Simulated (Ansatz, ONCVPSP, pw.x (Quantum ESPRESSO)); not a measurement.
Ge (Z = 32): one change to the ONCV potential, in the atom and in the diamond crystal

germanium, optimised norm-conserving Vanderbilt (ONCV), made with ONCVPSP 4.0.1.1 (patched build) (PBEsol, scalar-relativistic). Core [Ar] 3d10, reference 4s2 4p1 (charge +1). Waves: 4s: rc 1.65 bohr, ncon 3, nbas 7, qcut 4.9 1/bohr, 1 projector; 4p: rc 2.15 bohr, ncon 4, nbas 7, qcut 3.1 1/bohr, 3 projectors, debl 3.4 Ha; d scattering state at 0.24 Ha: rc 2.00 bohr, ncon 4, nbas 7, qcut 5.6 1/bohr, 2 projectors, debl 2.5 Ha. Local part: polynomial inside 1.05 bohr (lpopt 3, dvloc0 1 Ha). Core correction: Teter function, fcfact 5.25, rcfact 1.3.

Change: s: qcut 3.5.

Cutoffs, loose and tight: the cutoffs (Ha) at which the residual kinetic energy of the hardest occupied pseudo-wave falls to 1 and 0.1 mHa per electron. They do not see the model core or the augmentation charge, which bear on the density cutoff. Test errors are all-electron minus pseudo excitation energies from the reference, over the configurations 4s2 4p2; 4s2 4p0; 4s1 4p0; 4s2 4p1.5; variants that change the core or the reference have their own tests.

Crystal test: diamond Ge in pw.x 7.5, no spin, 8³ k-points, Fermi–Dirac smearing 0.01 Ry, cutoffs set for each file from its atomic test. The reference is all-electron LAPW (Ansatz 0.2.0) with the same functional, mesh and smearing; V0 and B0 come from Birch–Murnaghan fits to the pressures at five volumes. Errors are pseudo minus all-electron; Δ is the rms difference of the E(V) curves that follow from these fits, minima aligned, over ±6 % about the mean V0. Mesh and smearing are coarse, so the numbers serve the comparison and aren't converged zero-temperature values; the lattice is a test structure that the element need not adopt.

All-electron: a0 = 5.678 Å (V0 = 22.88 Å³/atom), B0 = 65.5 GPa.

Problem. Does the change bring the crystal closer to the all-electron result?

Solution. The mean pressure error goes from -1.04 to -1.32 GPa, so the change moves the solid further from the all-electron pressures.

```tsv
quantity	base	changed
outcome (atom)	generated	generated
cutoff, loose (atom)	9.1 Ha	20 Ha
cutoff, tight (atom)	26 Ha	50 Ha
bound ghosts (atom)	s	s
largest test error (meV) (atom)	-32 over the solved tests; 2 of 4 tests not solved or not reliable	+110
cutoffs in pw.x (Ry)	65/260	120/480
a0 (Å)	5.649	5.641
a0 error (%)	-0.52	-0.66
B0 error (%)	+6.6	+7.5
Δ (meV/atom)	5.2	6.6
mean pressure error (GPa)	-1.04	-1.32
```

Base: This is a poor potential for the solid. Note: ghosts flagged at negative energy: s at -13.1 eV; GHOST(+) flagged for p at 333.7 eV. A true bound ghost makes a file unfit for plane-wave use. Atomic configuration tests: 2 of 4 tests not solved or not reliable. The cutoffs count occupied waves only; projector 2 of the d channel, the hardest unoccupied one, needs 59 Ha at the loose tolerance. Changed file: This is a poor potential for the solid. Note: ghosts flagged at negative energy: s at -14.5 eV; GHOST(+) flagged for p at 333.7 eV. A true bound ghost makes a file unfit for plane-wave use. The cutoffs count occupied waves only; projector 2 of the d channel, the hardest unoccupied one, needs 59 Ha at the loose tolerance.
